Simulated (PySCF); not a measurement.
Molecule: Furan (SMILES c1ccoc1).

Geometry:
```json
{"atom": "C1", "x (Å)": "0.866", "y (Å)": "-0.184", "z (Å)": "-0.520"}
{"atom": "C2", "x (Å)": "-0.456", "y (Å)": "-0.729", "z (Å)": "-0.562"}
{"atom": "C3", "x (Å)": "-1.164", "y (Å)": "-0.060", "z (Å)": "0.392"}
{"atom": "O4", "x (Å)": "-0.381", "y (Å)": "0.849", "z (Å)": "1.007"}
{"atom": "C5", "x (Å)": "0.844", "y (Å)": "0.771", "z (Å)": "0.451"}
{"atom": "H6", "x (Å)": "1.719", "y (Å)": "-0.467", "z (Å)": "-1.134"}
{"atom": "H7", "x (Å)": "-0.829", "y (Å)": "-1.515", "z (Å)": "-1.215"}
{"atom": "H8", "x (Å)": "-2.194", "y (Å)": "-0.117", "z (Å)": "0.734"}
{"atom": "H9", "x (Å)": "1.595", "y (Å)": "1.451", "z (Å)": "0.846"}
```

Geometry PBE0-D3(BJ)/def2-SVP throughout; GIAO in PySCF 2.14.0 with density-fitted response routines, gas phase, one conformer, non-relativistic; equivalent atoms averaged; basis pcSseg-2.

For orientation, wB97X-D gives these absolute shieldings σ: C3/C5 32.3, C1/C2 64.3, O4 27.0, H8/H9 23.79, H6/H7 24.69 ppm.

A run gave: C3/C5 33.1, C1/C2 64.8, O4 23.4, H8/H9 23.74, H6/H7 24.66 ppm (absolute shieldings σ).

Question: Which functional was used in that run?
A. mPW1PW91
B. B3LYP
C. KT2
D. HF

Answer: A. C3/C5 tells them apart best: mPW1PW91 gives 33.1, KT2 gives 42.0, B3LYP gives 28.7, HF gives 39.3 ppm.
